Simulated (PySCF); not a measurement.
Structure with atom numbers: `[CH3:1][S+:2]([CH3:3])(=[O:4])[CH2:5][F:6]`. Hydrogens are named by the atom that carries them.

Geometry: GFN2-xTB; GIAO absolute shieldings from PySCF 2.14.0 with density-fitted response routines, gas phase, non-relativistic, averaged over equivalent atoms.

At PBE0/pcSseg-0 (74 basis functions, 8.6 s wall time on 1 thread of an Arm Neoverse V2, shared host):
| atoms | σ (ppm) |
| --- | --- |
| C5 | 80.3 |
| C1/C3 | 146.6 |
| S2 | 305.8 |
| O4 | 225.7 |
| F6 | 406.2 |
| H(C5) | 26.53 |
| H(C1)/H(C3) | 29.19 |

Task: Predict the values at B97-2/6-311G** on the same geometry.

Result: 
```tsv
atoms	σ at B97-2/6-311G**	change
C5	90.5	+10.2
C1/C3	148.8	+2.2
S2	216.0	-89.8
O4	241.1	+15.4
F6	400.0	-6.2
H(C5)	26.09	-0.44
H(C1)/H(C3)	28.73	-0.46
```

The largest change is at S2 (sulfur bonded to 3 C, O). Cost: 164 basis functions, 13 s wall time on 1 thread of an Arm Neoverse V2, shared host.
